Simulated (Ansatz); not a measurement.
Reactions of C₃H₅NO (`NC=C1CO1`).

Computed with Ansatz on PBE0-D4/def2-TZVP structures; ΔE is electronic, products minus reactants. CCSD(T)/CBS is the MP2 limit (def2-TZVPP, def2-QZVPP) plus CCSD(T) − MP2 in def2-TZVPP, frozen cores. Double bonds are as drawn, so ΔE can hold a change between cis and trans. DFT in def2-TZVPP. One conformer a species, not always the lowest.

| reaction | B2PLYP (kJ/mol) | HF/CBS(def2) (kJ/mol) | PBE0-D4 (kJ/mol) | ωB97X-V (kJ/mol) | CCSD(T)/CBS(def2) (kJ/mol) |
| --- | --- | --- | --- | --- | --- |
| `N/C=C1/CO1` → `CCOC#N` | -129 | -156 | -97 | -114 | -122 |
| `N/C=C1/CO1` → `NC1=C(O)C1` | 41 | 44 | 34 | 42 | 40 |
| `N/C=C1/CO1` → `C=C1NCO1` | -50 | -69 | -53 | -57 | -51 |
| `N/C=C1/CO1` → `N#CCCO` | -180 | -211 | -146 | -165 | -181 |

Largest T1 diagnostic: 0.013, for `CCOC#N`.
